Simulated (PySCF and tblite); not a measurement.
Results of a calculation; reference values are marked as such.
System: C₆H₇ (charge +1), numbered as in [CH:1]1=[CH:2][CH2:3][CH:4]=[CH:5][CH+:6]1.

Geometries: B3LYP-D3(BJ)/def2-SVP; energies: PBE0/pcSseg-1 + D3(BJ); zero-point and thermal terms from GFN2-xTB harmonic modes (soft modes blended into free rotors). Rates follow Eyring's equation with the number of equivalent paths and no tunnelling. (PySCF 2.14 with density fitting, tblite 0.8.)

The ion is treated without a counter-ion.

(1) How high is the barrier to the shift of H on C3 from C3 to C2, through which structure does it pass, and what rate follows at 298 K?

Answers

(1) The electronic barrier is 10.9 kcal/mol and ΔG‡(298 K) 9.8 kcal/mol, over a Cs saddle with an imaginary mode of 607i cm⁻¹ (GFN2-xTB). With 4 equivalent paths, k is 1.8×10⁶ s⁻¹, a mean lifetime of the start of 560 ns against this motion.
